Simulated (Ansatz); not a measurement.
Results of RPBE (PAW; Ansatz, a program for electronic structure) for rock-salt TiC.

Settings: plane-wave cutoff 520 eV, 22×22×22 k mesh, Fermi–Dirac smearing 0.05 eV, no spin polarisation, scalar-relativistic PAW data made under PBE.

Cell (relaxed at this level):

```
TiC
1.0
    0.00000     2.17972     2.17972
    2.17972     0.00000     2.17972
    2.17972     2.17972     0.00000
Ti C
1 1
Direct
  0.00000   0.00000   0.00000
  0.50000   0.50000   0.50000
```

Give the computed bulk modulus and pressure derivative B′ of the bulk modulus.


bulk modulus: 238 GPa
pressure derivative B′ of the bulk modulus: 4.0

The run finds no gap.

Measured, for comparison: bulk modulus 240 GPa (temperature not stated, no zero-point or thermal correction, our sources range from 235 to 268; as tabulated in Krasnenko and Brik (2013), arXiv:1306.3139). Computed (rounded) less measured: bulk modulus not scored (sources differ).

Static lattice: no zero-point or thermal effects.
